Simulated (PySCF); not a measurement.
Compound: C2H5S (doublet state).
Z-matrix (Å and degrees, GFN2-xTB geometry), rows numbered from 1:
```
C 
S   1  1.7021
C   2  1.8192  1  100.56
H   1  1.0725  2  118.69  3    30.62
H   1  1.0708  2  115.57  3  -176.61
H   3  1.0861  2  109.29  1   -61.15
H   3  1.0848  2  107.27  1   179.31
H   3  1.0858  2  109.08  1    59.73
```

The hyperfine couplings belong to this conformer and change with its torsions.

As a line formula: `[CH2]SC` [radical].

Computed, not measured: UKS B3LYP, pcH-1 on C H S, non-relativistic, mean-field spin-orbit, GIAO (PySCF 2.14.0). Geometry: GFN2-xTB; no solvent, vibrations or thermal averaging. Couplings are sensitive to structure, and on GFN2-xTB geometries they can be far from those on DFT ones. Stability of the SCF solution: not tested.

(1) What is the g tensor, term by term?

(2) At 9.783 GHz, how far is the centre of the isotropic spectrum from where a free electron (g = 2.002319) resonates?

(3) How much does each term add to the isotropic shift?

(4) In a frozen sample, at which fields do the three g values resonate at 9.5, 34, 94 and 263 GHz (hyperfine left aside), and which band first spreads them over more than twice a line width of 0.5 mT?

## Answers

(1) 
```
                    Δg (ppt)      1      2      3
relativistic mass correction  -0.17  -0.17  -0.17
            gauge correction   0.01   0.05   0.03
   orbital Zeeman/spin–orbit  -0.22   2.27   6.83
                       total  -0.38   2.15   6.70
```

So g = 2.00194, 2.00447, 2.00902 and g_iso = 2.00514; the tensor is rhombic: the two nearest values differ by 36 % of g3 − g1. Axes: g2 points within 15° of the C1–S2 bond and g3 points within 6° of the S2–C3 bond.

(2) B = hν/(g μB) with μB/h = 13.99624 MHz/mT gives 349.08 mT for the free electron and 348.59 mT at g_iso, 0.49 mT lower.

(3) The orbital-Zeeman/spin–orbit term 2.96, the mass correction -0.17 and the gauge correction 0.03 ppt, for a total of 2.82 ppt. The orbital-Zeeman/spin–orbit term is the largest in size. The mass correction is the same along every axis, so the anisotropy comes from the other two: their spans along these axes are 0.04 (gauge) and 7.05 ppt (orbital Zeeman/spin–orbit).

(4) 
```
band    GHz  B(g3) mT  B(g2) mT  B(g1) mT  spread mT
   X    9.5    337.85    338.62    339.05       1.19
   Q   34.0   1209.16   1211.90   1213.43       4.27
   W   94.0   3342.97   3350.56   3354.79      11.81
   J  263.0   9353.22   9374.44   9386.27      33.05
```

The spread grows in proportion to the frequency. X band is the first where it exceeds 1.0 mT.

The largest Mulliken spin populations are on C1 (+0.84) and S2 (+0.20). The angles at C1 add up to 354.0°, so it is nearly planar; its axial dipolar tensor and the negative couplings of its protons fit spin in a p orbital normal to that plane.

The HOMO–LUMO gaps are 5.61 eV among the α and 5.70 eV among the β orbitals.

Hardware: one thread of an x86-64 server, no GPU, shared host. Cost: 16 s of wall time.
